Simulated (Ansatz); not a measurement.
HNB, quartet: reading a ladder of total energies

Geometry: a point of a stretch scan, not a stationary point.

| atom | x (Å) | y (Å) | z (Å) |
| --- | --- | --- | --- |
| B | 0.0000 | 0.0660 | 0.8715 |
| N | 0.0000 | -0.1313 | -0.5802 |
| H | 0.0000 | 1.1171 | -1.2857 |

Basis 6-31G; Ansatz 0.2.0. Only valence electrons are correlated (noble-gas cores frozen), which leaves 9 electrons in 18 orbitals. Prefix R: restricted or restricted open-shell reference.

Full CI is exact within this basis and frozen core; it isn't the basis-set limit.

Runs differ by some tens of microhartree through their thresholds and, for an open shell, their frozen cores, so steps under 0.03 kcal/mol mean nothing.

```
    level  total energy (hartree)
      RHF              -79.433847
     RMP2              -79.552219
    RCCSD              -79.579727
 RCCSD(T)              -79.584436
   RCCSDT              -79.585748
RCCSDT(Q)              -79.586394
  RCCSDTQ              -79.586387
  full CI              -79.586433
```

Task: What is the correlation energy at full CI, and what share of it do RMP2 and RCCSD(T) recover?

Result: E(corr) = -79.586433 − (-79.433847) = -0.152586 hartree = -4.152 eV. RMP2: -0.118372 / -0.152586 = 77.58 %. RCCSD(T): -0.150589 / -0.152586 = 98.69 %.

Task: By how many kcal/mol does RCCSD(T) miss full CI (1 hartree = 627.509 kcal/mol), and which steps make up the rest?

Result: -79.584436 − (-79.586433) = 0.001997 hartree = 1.25 kcal/mol. Steps: RCCSDT − RCCSD(T) = -0.82, RCCSDT(Q) − RCCSDT = -0.41, RCCSDTQ − RCCSDT(Q) = 0.00, full CI − RCCSDTQ = -0.03 kcal/mol. Differences between like states or geometries often cancel part of this.
